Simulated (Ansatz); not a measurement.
**SiH3+ (SMILES [SiH3+]): single points off equilibrium**

An exercise on one series of results from a longer session: the logs are not shown, and one member is left open.

Method: single points in def2-TZVPP; program: Ansatz 0.2.0, Gaussian basis.

Correlated methods freeze the cores.

## The system as given

SMILES `[SiH3+]`, 4 atoms, charge 1, spin multiplicity 1.

Atoms are counted from 1 here; the program's logs count them from 0.

Bond lengths: Si1–H2 1.547 Å, Si1–H3 1.422 Å, Si1–H4 1.476 Å. Angles: H2–Si1–H3 117.4°, H2–Si1–H4 118.1°, H3–Si1–H4 124.0°.

As a file:

```
atom    x (Å)    y (Å)    z (Å)
 Si1   0.0350   0.0392  -0.0194
  H2   0.7198   1.0933   0.8825
  H3  -0.0589  -1.2884   0.4813
  H4  -0.6258   0.5054  -1.2543
```

Set-up of the first run:

File run/in.yaml:

```yaml
crystal:
  periodic: [false, false, false]
  atoms:
    - {symbol: Si, position_ang: [0.035004, 0.039243, -0.019374]}
    - {symbol: H, position_ang: [0.719801, 1.093287, 0.882538]}
    - {symbol: H, position_ang: [-0.058928, -1.288376, 0.481285]}
    - {symbol: H, position_ang: [-0.625825, 0.505366, -1.254342]}
basis:
  gaussian: {orbitals: def2-TZVPP}
total_charge: 1
hamiltonian: {xc: pbe, dispersion: d4}
output: {forces: true}
```

On the command line:

```console
$ ansatz run in.yaml --threads 2 --pin off --events-out ev --progress --plain --max-ram 3481MiB
```

Steps of the session up to this table: PBE-D4/def2-TZVPP; r2SCAN-D4/def2-TZVPP; PBE0-D4/def2-TZVPP; wB97M-V/def2-TZVPP; CCSD(T)/def2-TZVPP.

One table of the session follows, with a row left open; its other results are not shown here.

```
   method  RMS force component (eV/Å)  angle to CCSD(T) forces (°)
   PBE-D4                       0.795                         12.4
r2SCAN-D4                       0.805                          3.8
  PBE0-D4                           ?                            ?
  wB97M-V                       0.819                          3.1
  CCSD(T)                       0.816                    reference
```

Q: Estimate the row for PBE0-D4 from the others.

**Answer.** RMS force component (eV/Å): 0.809; angle to CCSD(T) forces (°): 5.2. In the column «RMS force component (eV/Å)» it lies between r2SCAN-D4 (0.805) and CCSD(T) (0.816).

Limits of these values: CCSD(T) in triple zeta still lacks some correlation energy of the bonds, so part of these gaps is its own basis error and they don't rank the functionals.
